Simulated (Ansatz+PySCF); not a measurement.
**singlet H2S: levels of theory in one basis**

```xyz
3

S     0.0000    0.0000   -0.1040
H     0.0000    0.9715    0.8321
H     0.0000   -0.9715    0.8321
```

Basis set: def2-SVP (spherical functions). Correlated methods keep 5 orbitals frozen. Charge 0, multiplicity 1.

Computed with Ansatz (development build ahead of 0.2.0); each method stands on the lowest determinant of its kind that the runs found. NEVPT2 correlates all electrons. Active spaces start from the frontier orbitals, and the lowest solution found is given.

```csv
method,E − E(RHF) (eV),<S²> of the determinant
RHF,0.00,0.00
RHF-MP2,-3.88,–
RHF-CCSD,-4.50,–
RHF-CCSD(T),-4.59,–
"CASSCF(2,2)",-0.43,–
"SC-NEVPT2(2,2)",-4.14,–
"SC-NEVPT2(8,6)",-4.07,–
```

Q: What does CASSCF(8,6) give on the same scale?

A: -0.96 eV.

Q: Is a single determinant a sound starting point here?

A: By this sign, yes. Unrestricted orbitals gain 0.00 eV and <S²> is 0.00 against 0.00 for a pure state. The CASSCF(8,6) natural occupations are 2.00, 2.00, 1.98, 1.97, 0.03, 0.02. The CASSCF(2,2) natural occupations are 1.98, 0.02.

Caution for CASSCF(2,2): other starts end on other solutions of this active space.
